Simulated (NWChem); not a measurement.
Everything below was run with NWChem. System: butadiene (C₄H₆), charge 0, spin multiplicity 1, at a geometry optimised with PBE0/def2-SVP. Level: PBE/cc-pVDZ.

The NWChem input:

```
start mol
memory heap 200 mb stack 900 mb global 1100 mb
geometry units angstroms nocenter noautoz
  C     -1.727995    -0.662814     0.000000
  C     -0.700062     0.197314     0.000000
  C      0.700062    -0.197314     0.000000
  C      1.727995     0.662814     0.000000
  H     -1.563242    -1.745056     0.000000
  H     -2.764317    -0.316901     0.000000
  H     -0.902269     1.275467     0.000000
  H      0.902269    -1.275467     0.000000
  H      2.764317     0.316901     0.000000
  H      1.563242     1.745056     0.000000
  symmetry group C2h
end
basis spherical
  * library cc-pvdz
end
dft
  xc xpbe96 cpbe96
  semidirect memsize 60000000 filesize 0
  iterations 100
end
task dft energy
```

Output (cleaned and shortened):

```
             Northwest Computational Chemistry Package (NWChem) 7.3.0
             --------------------------------------------------------

                                NWChem Input Module
                                -------------------

 Scaling coordinates for geometry "geometry" by  1.889725989
 (inverse scale =  0.529177249)

 Turning off AUTOSYM since
 SYMMETRY directive was detected!

                             Geometry "geometry" -> ""
                             -------------------------

 Output coordinates in angstroms (scale by  1.889725989 to convert to a.u.)

  No.       Tag          Charge          X              Y              Z
 ---- ---------------- ---------- -------------- -------------- --------------
    1 C                    6.0000    -1.72799500    -0.66281400     0.00000000
    2 C                    6.0000    -0.70006200     0.19731400     0.00000000
    3 C                    6.0000     0.70006200    -0.19731400     0.00000000
    4 C                    6.0000     1.72799500     0.66281400     0.00000000
    5 H                    1.0000    -1.56324200    -1.74505600     0.00000000
    6 H                    1.0000    -2.76431700    -0.31690100     0.00000000
    7 H                    1.0000    -0.90226900     1.27546700     0.00000000
    8 H                    1.0000     0.90226900    -1.27546700     0.00000000
    9 H                    1.0000     2.76431700     0.31690100     0.00000000
   10 H                    1.0000     1.56324200     1.74505600     0.00000000

 Effective nuclear repulsion energy (a.u.)     103.4646516301

            Nuclear Dipole moment (a.u.)
            ----------------------------
        X                 Y               Z
 ---------------- ---------------- ----------------
     0.0000000000    -0.0000000000     0.0000000000

      Symmetry information
      --------------------

 Group name             C2h
 Group number             21
 Group order               4
 No. of unique centers     5

      Symmetry unique atoms

     1    2    5    6    7


 Summary of "ao basis" -> "" (spherical)
 ------------------------------------------------------------------------------
[...]
              MO Center= -1.1D-14, -2.3D-15, -8.5D-16, r^2= 3.6D+00
   Bfn.  Coefficient  Atom+Function         Bfn.  Coefficient  Atom+Function
  ----- ------------  ---------------      ----- ------------  ---------------
     6      0.353857   1 C  pz               48     -0.353857   4 C  pz
     9      0.258793   1 C  pz               51     -0.258793   4 C  pz
    20      0.239557   2 C  pz               34     -0.239557   3 C  pz
    23      0.150550   2 C  pz               37     -0.150550   3 C  pz
    27      0.025144   2 C  d  1             41      0.025144   3 C  d  1

 Vector   16  Occ=0.000000D+00  E=-6.027667D-02  Symmetry=au
              MO Center=  5.4D-16, -3.6D-16, -3.8D-16, r^2= 3.9D+00
   Bfn.  Coefficient  Atom+Function         Bfn.  Coefficient  Atom+Function
  ----- ------------  ---------------      ----- ------------  ---------------
     9      0.421470   1 C  pz               51      0.421470   4 C  pz
     6      0.372980   1 C  pz               48      0.372980   4 C  pz
    23     -0.280726   2 C  pz               37     -0.280726   3 C  pz
    20     -0.260705   2 C  pz               34     -0.260705   3 C  pz
    27      0.031710   2 C  d  1             41     -0.031710   3 C  d  1

 Vector   17  Occ=0.000000D+00  E= 3.664272D-02  Symmetry=bg
              MO Center=  5.6D-16, -4.0D-16,  9.6D-17, r^2= 3.1D+00
   Bfn.  Coefficient  Atom+Function         Bfn.  Coefficient  Atom+Function
  ----- ------------  ---------------      ----- ------------  ---------------
    23      0.662877   2 C  pz               37     -0.662877   3 C  pz
     9     -0.442145   1 C  pz               51      0.442145   4 C  pz
    20      0.408623   2 C  pz               34     -0.408623   3 C  pz
     6     -0.219991   1 C  pz               48      0.219991   4 C  pz
    25      0.025503   2 C  d -1             39      0.025503   3 C  d -1

 Vector   18  Occ=0.000000D+00  E= 5.678487D-02  Symmetry=bu
              MO Center= -1.7D-14,  4.5D-14, -4.2D-16, r^2= 6.7D+00
   Bfn.  Coefficient  Atom+Function         Bfn.  Coefficient  Atom+Function
  ----- ------------  ---------------      ----- ------------  ---------------
    68      0.990413   7 H  s                73     -0.990413   8 H  s
    58     -0.776040   5 H  s                83      0.776040  10 H  s
    17     -0.439927   2 C  s                31      0.439927   3 C  s
    22     -0.403462   2 C  py               36     -0.403462   3 C  py
     8     -0.390930   1 C  py               50     -0.390930   4 C  py

 center of mass
 --------------
 x =  -0.00000000 y =  -0.00000000 z =   0.00000000

 moments of inertia (a.u.)
 ------------------
          75.341385193233        -103.981023003893           0.000000000000
        -103.981023003893         376.370126219444           0.000000000000
           0.000000000000           0.000000000000         451.711511412677

     Multipole analysis of the density
     ---------------------------------

     L   x y z        total         alpha         beta         nuclear
     -   - - -        -----         -----         ----         -------
     0   0 0 0     -0.000000    -15.000000    -15.000000     30.000000

     1   1 0 0     -0.000000     -0.000000     -0.000000      0.000000
     1   0 1 0      0.000000      0.000000      0.000000     -0.000000
     1   0 0 1     -0.000000     -0.000000     -0.000000      0.000000

     2   2 0 0    -17.209383   -122.005926   -122.005926    226.802469
     2   1 1 0     -0.070107    -30.376204    -30.376204     60.682302
     2   1 0 1     -0.000000     -0.000000     -0.000000      0.000000
     2   0 2 0    -17.179955    -35.880030    -35.880030     54.580104
     2   0 1 1     -0.000000     -0.000000     -0.000000      0.000000
     2   0 0 2    -20.909183    -10.454592    -10.454592      0.000000

 Task  times  cpu:        2.4s     wall:        2.4s

 Total times  cpu:        2.4s     wall:        2.4s
```
